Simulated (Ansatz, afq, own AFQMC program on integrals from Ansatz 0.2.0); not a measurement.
**BH2, doublet in cc-pVDZ, levels against full CI**

```xyz
3

B     0.0000   -0.0800    0.0000
H     0.0000    0.4291   -1.0770
H     0.0000    0.4291    1.0770
```

Basis cc-pVDZ. Only valence electrons are correlated. AFQMC by an in-house program on the Cholesky factors that Ansatz 0.2.0 writes for its CCSD(T) run. The CISD trial takes its coefficients from CCSD amplitudes. Released means that phaseless walkers are propagated on without the constraint, phases kept. Free AFQMC starts from the CCSD state and is never constrained. Its projection time is finite, and what remains of the start isn't in its error. Error bars are statistical, one sigma.

Determinant: UHF, the one that the program's search chose, which needn't be the lowest solution. The geometry is a point of a scan.

Full CI on the same integrals is exact in this basis and with this determinant's frozen core.

The T1 diagnostic is 0.0079, the weight of the determinant in the CISD state is 0.953 and the ⟨S²⟩ of the determinant is 0.753. The size of the correlated space is 5 electrons in 23 orbitals.

Reference: full CI, correlation energy -2.388 eV. The released energy is read at 2.40 1/Eh (meV from the phaseless value at times in 1/Eh: -0.3 ± 0.5 at 0.24, -0.9 ± 0.4 at 0.51, -1.7 ± 0.4 at 0.99, -1.2 ± 0.6 at 1.62, -2.8 ± 0.4 at 2.40).

| level | E − E(reference) (kcal/mol) | share of correlation (%) |
| --- | --- | --- |
| HF | 55.07 | 0.00 |
| MP2 | 13.42 | 75.64 |
| CCSD | 0.98 | 98.23 |
| CCSD(T) | 0.25 | 99.55 |
| CCSDT | 0.01 | 99.97 |
| CCSDT(Q) | 0.00 | 100.00 |
| CCSDTQ | 0.00 | 100.00 |
| ph-AFQMC/HF | 0.29 ± 0.22 | 99.48 |
| ph-AFQMC/CISD | 0.06 ± 0.02 | 99.89 |
| released AFQMC | 0.00 ± 0.008 | 100.00 |
| free AFQMC | -0.01 ± 0.009 | 100.02 |

CCSDT and higher add their correlation energy to the determinant of the CCSD(T) run, since their own runs factorise the integrals more tightly (a shift of under 2 meV). Free projections are given only where their last times agree within the noise and don't stop above the reference; a slow remainder of the start can still hide under it. A walk keeps the symmetry of its determinant, which the program's search chose and which needn't be the lowest solution, so a lower state of the same spin and another symmetry isn't excluded. Released energies are given only where the last usable release times agree within the noise; a slower fall can still hide under it.
